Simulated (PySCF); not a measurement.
**Working with the constants of Al₂**

UHF-CCSD(T) constants of Al₂, ³Πu (triplet), unpaired electrons σ ↑, π ↑ (Al 3-21G; no relativity (PySCF 2.14); masses 26.9815 and 26.9815 u):

| Item | Value |
| --- | --- |
| ωe | 228.6 cm⁻¹ |
| ωexe | 1.74 cm⁻¹ |
| Be | 0.15504 cm⁻¹ |
| αe | 0.00163 cm⁻¹ |
| D (centrifugal) | 2.85e-07 cm⁻¹ |
| De to Al + Al | 1.04 eV |

Question: Give the vibrational terms G(v) and spacings up to v = 6.

Answer: G(v) = ωe(v+½) − ωexe(v+½)².

```
v  G(v) (cm⁻¹)  G(v) − G(v−1)  Bv (cm⁻¹)
0        113.9                    0.1542
1        339.0          225.1     0.1526
2        560.6          221.6     0.1510
3        778.8          218.2     0.1493
4        993.5          214.7     0.1477
5       1204.7          211.2     0.1461
6       1412.4          207.7     0.1444
```

Question: How well does the Morse estimate ωe²/(4ωexe) reproduce De, and what is D0?

Answer: It gives 0.93 eV, 90 % of the computed De. D0 = De − G(0) = 1.04 − 0.01 = 1.03 eV.

Correlated steps freeze 10 core orbitals. 3-21G is very small, so such numbers show the basis as much as the molecule. The state is the lowest determinant that a PBE0 search found; another state may lie lower at other levels.
